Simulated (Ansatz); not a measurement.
We consider hcp Y, described by r²SCAN (Ansatz, a first-principles code, plane waves, PAW).

Numerical settings: plane-wave cutoff 560 eV, 18×18×10 k mesh (along the axes of the cell as run), Fermi–Dirac smearing 0.05 eV, scalar-relativistic PAW data made under PBE.

Properties against volume:

Shape and atoms are relaxed at each volume.

```
V (Å³/atom)  P (GPa)  c (Å)  a (Å)
-----------  -------  -----  -----
32.140          1.77  5.616  3.635
32.809          0.85  5.658  3.659
33.479          0.00  5.699  3.683
34.149         -0.78  5.740  3.707
34.818         -1.50  5.782  3.729
```

Note: the bulk modulus comes from volumes at which shape and atoms were relaxed.
